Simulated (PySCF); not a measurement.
Ionisation energy of He by level of theory

He 1s2 (1S) → He+ 1s1 (2S), as a difference of total energies. Computed with PySCF 2.14 in cc-pVTZ-DK (3s2p1d, 14 functions), with scalar relativity by spin-free X2C-1e. Correlated levels: valence: nothing frozen. The calculations carry no spin-orbit coupling.

| method | ionisation energy (eV) |
| --- | --- |
| UHF | 23.462 |
| PBE0 | 24.451 |
| TPSS | 24.754 |
| MP2 (valence) | 24.364 |
| SCS-MP2 (valence) | 24.545 |
| CCSD (valence) | 24.526 |

Problem. How much does correlation contribute at MP2 (valence)?

Solution. 24.364 − (23.462) = 0.902 eV, measured against UHF.

Errors of the correlated levels include the incompleteness of this basis.

With two correlated electrons CCSD is exact in that space.

For comparison: 24.587 eV (measured; NIST Atomic Spectra Database, ionization energies).
